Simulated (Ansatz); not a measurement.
# FH₃Si, SMILES F[SiH3]: an active-space calculation

With the Python package of Ansatz (0.2.0).

Run as a notebook:

In [1]:
```python
import ansatz as az
```

In [2]:
```python
mol = (
    az.Crystal.molecule()
    .atom('F', (-1.274, 0.1593, 0.8512))
    .atom('Si', (0.0114, -0.0127, -0.0189))
    .atom('H', (-0.3763, -0.1807, -1.4626))
    .atom('H', (0.7949, -1.2107, 0.4675))
    .atom('H', (0.894, 1.1711, 0.1214))
)
```

In [3]:
```python
setup = mol.calculation()
setup = setup.basis(gaussian='cc-pVDZ').correlation(active_electrons=4, active_orbitals=4)
for method in [None]:
    report = (setup if method is None else setup.correlation(method)).run().report
    space = report['configurations']
    state = space['states'][0]
    print(method or 'casscf', f'total {report["free_energy_ev"] / 27.211386246:.6f} Ha, active-space state {state["energy"]["hartree"]:.6f} Ha, mean field {report["reference_energy_ev"] / 27.211386246:.6f} Ha')
    print('  determinants', state['n_determinants'], ' natural occupations', [round(n, 3) for n in space['natural_occupations']])
print('effectively unpaired electrons, sum of min(n, 2 - n):', round(sum(min(n, 2 - n) for n in space['natural_occupations']), 3))
```
```text
casscf total -390.185207 Ha, active-space state -390.185207 Ha, mean field -390.157772 Ha
  determinants 36  natural occupations [1.983, 1.978, 0.024, 0.015]
effectively unpaired electrons, sum of min(n, 2 - n): 0.078
```

Notes:
- Total energies depend on the basis set; only differences at equal settings carry meaning.
- The geometry is a force-field or estimated start, not a minimum of this method, and the basis set is short of its limit. The active space starts as a window about the frontier orbitals and is then optimised, not chosen by chemistry.
- Hardware and time: 2.8 s on 1 thread of Arm Neoverse V1, on a shared host, peak memory 0.15 GiB.
